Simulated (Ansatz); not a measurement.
# BH₂O (doublet): the correlation ladder, def2-TZVPP

One table from this session's results is given with a row withheld; the runs are named, their logs left out.

Method: def2-TZVPP, core rule «outside noble gas», up to 2 orbitals frozen; program: Ansatz 0.2.0, Gaussian basis.

The runs, in order: UHF; ROHF; CCSD(T) on UHF.

2 further runs of the same task are left out: 2 set aside as unsound or not needed.

**The system**

The geometry is a PBE0/def2-TZVP stationary point (not a proven minimum).

4 atoms, charge 0, spin multiplicity 2.

Atoms are counted from 1 here; the program's logs count them from 0.

Bond lengths: B1–O2 1.281 Å, B1–H3 1.211 Å, B1–H4 1.211 Å. Angles: O2–B1–H3 119.9°, O2–B1–H4 119.9°, H3–B1–H4 120.3°.

Set-up of the first run:

The input, in.yaml:

```yaml
crystal:
  periodic: [false, false, false]
  atoms:
    - {symbol: B, position_ang: [0.000000, 0.000000, 0.668909]}
    - {symbol: O, position_ang: [0.000000, 0.000000, -0.612266]}
    - {symbol: H, position_ang: [0.000000, 1.050271, 1.272063]}
    - {symbol: H, position_ang: [0.000000, -1.050271, 1.272063]}
basis:
  gaussian: {orbitals: def2-TZVPP}
magnetization: {spin_polarized: true, initial_magnetization: 1}
hamiltonian: {xc: hf}
output: {orbitals: {seedname: orbitals}}
```

Started as:

```
$ ansatz run in.yaml --threads 1 --pin off --events-out ev --progress --plain --max-ram 4096MiB --backend cpu
```

Steps of the session up to this table: UHF; ROHF; CCSD(T) on UHF.

One table of the session follows, with a row left open; its other results are not shown here.

It belongs to the step «Misses and costs». 

| method | from UCCSD(T) (kJ/mol) |
| --- | --- |
| ROHF | +900.0 |
| UHF | ? |
| UMP2 | +109.6 |
| UCCSD | +29.5 |
| UCCSD(T) | 0 |

**Question.** Estimate the row for UHF.

**Answer.** from UCCSD(T) (kJ/mol): +882.3. In the column «from UCCSD(T) (kJ/mol)» it lies between UMP2 (+109.6) and ROHF (+900.0).

With the free atoms at the same levels and basis (separate runs), the atomisation energy is 13.751 eV at UCCSD(T), 10.869 eV at ROHF.
